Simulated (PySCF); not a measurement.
**Which is lower?**

The two ends of one reaction step of CH8OSi, singlet (PBE0-D4/def2-TZVP).

A:

Si1  (-1.192, 0.494, 0.140)
C2  (0.071, -0.186, 1.334)
H3  (-1.107, -0.214, -1.173)
H4  (-2.580, 0.311, 0.644)
H5  (-0.970, 1.941, -0.117)
H6  (2.074, -1.106, -1.796)
O7  (1.838, -0.177, -1.758)
H8  (-0.097, -1.250, 1.518)
H9  (1.073, -0.060, 0.918)
H10  (0.021, 0.336, 2.291)
H11  (0.901, -0.151, -1.971)
(Å)

B:

```
11
angstrom
Si -1.1583 1.1259 -0.8271
C 1.2011 -1.0716 1.2998
H -2.1741 1.8916 -1.6015
H -1.8792 0.1459 0.0312
H -0.3670 2.0489 0.0173
H 1.3204 -0.7754 0.2580
O -0.0756 0.3845 -1.8257
H 0.3502 -1.7467 1.3913
H 2.1029 -1.5776 1.6431
H 1.0281 -0.1869 1.9126
H -0.4157 -0.2425 -2.4646
```

Computed with PySCF 2.14 with density fitting (its default auxiliary sets; JK sets also for MP2 and CCSD(T)) (basis: def2-TZVPP); correlated methods freeze the cores. B3LYP uses VWN-RPA correlation.

(1) Which structure is lower at CCSD(T), and by how much? (To be estimated.)

The T1 diagnostic stays at or below 0.010.

Results:

(1) By the calculation: B, by 0.897 eV (electronic energy, against the other). By their contacts, A is a complex of CH₆Si ([CH3][SiH3]) + H₂O and B is a complex of SiH₄O ([OH][SiH3]) + CH₄.

All methods give the same order:

| method | E(B) − E(A) (eV) |
| --- | --- |
| SPW92 | -0.748 |
| PBE-D4 | -0.782 |
| r2SCAN-D4 | -0.898 |
| PBE0-D4 | -0.816 |
| B3LYP-D4 | -0.926 |
| BHLYP-D4 | -0.981 |
| wB97M-V | -0.885 |
| HF | -1.095 |
| MP2 | -0.918 |
| CCSD | -0.920 |
| CCSD(T) | -0.897 |

Labels in which every atom is bracketed show which atoms are joined, not bond orders.

For scale, one of the runs: CCSD(T)/def2-TZVPP, 216 basis functions, launched by `OMP_NUM_THREADS=4 python run.py`. The run took 7.8 min on 4 CPU threads of an Arm Neoverse V1 (shared host), with 3 GiB of host memory at its peak.
